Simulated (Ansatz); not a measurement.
`[F][AlH][AlH2]`, one more setting.

```yaml
crystal:
  periodic: [false, false, false]
  atoms:
    - {symbol: F, position_ang: [-0.987754, -2.187717, 1.225145]}
    - {symbol: Al, position_ang: [-0.580173, -1.159967, -0.270185]}
    - {symbol: Al, position_ang: [0.553518, 1.289644, 0.222388]}
    - {symbol: H, position_ang: [-0.839365, -2.026152, -1.495929]}
    - {symbol: H, position_ang: [0.955882, 2.248223, -1.066667]}
    - {symbol: H, position_ang: [0.746852, 1.636470, 1.609883]}
basis:
  gaussian: {orbitals: def2-TZVP}
hamiltonian: {xc: {name: B97}}
output: {forces: true}
```

```sh
$ ansatz run in.yaml --threads 2 --pin off --events-out ev --progress --plain --max-ram 4352MiB
```

Output, abridged:

```
Functional definition: B97
806 factors; their error is unknown
mean field evaluation 1: about -15955.7612 eV, gradient 4.3e1 eV
mean field evaluation 2: about -15933.5846 eV, gradient 1.2e2 eV
mean field evaluation 4: about -15958.9365 eV, gradient 2.3e0 eV
mean field evaluation 8: about -15958.9479 eV, gradient 1.3e-2 eV
mean field evaluation 16: about -15958.9738 eV, gradient 2.0e-5 eV
mean field -15958.97377895 eV, -586.4814689954 hartree, gradient 2.0e-5 eV, S^2 0.000000; 0 other end points of the search recorded, 0 dependent functions left out
reference -15958.97380952 eV, -586.4814701188 hartree; 19, 19 occupied and 104, 104 virtual orbitals, 806 factors
Total energy: -15958.97380952 eV, -586.4814701188 hartree
Atom 0 at    -0.987754    -2.187717     1.225145 Å, force     0.634450     1.748058    -2.260254 eV/Å
Atom 1 at    -0.580173    -1.159967    -0.270185 Å, force    -0.143382    -0.817417     3.207920 eV/Å
Atom 2 at     0.553518     1.289644     0.222388 Å, force    -0.606601    -0.963513    -3.104098 eV/Å
Atom 3 at    -0.839365    -2.026152    -1.495929 Å, force    -0.181672    -0.381749    -0.876043 eV/Å
Atom 4 at     0.955882     2.248223    -1.066667 Å, force    -0.135693    -0.367817     0.675375 eV/Å
Atom 5 at     0.746852     1.636470     1.609883 Å, force     0.432898     0.782437     2.357100 eV/Å
Dipole moment:     0.178741     0.509798    -0.301784 e Å
```

Hardware: 2 threads of an Intel Xeon Platinum 8375C on a shared host. Wall time 4.8 s, peak host memory 0.24 GiB.
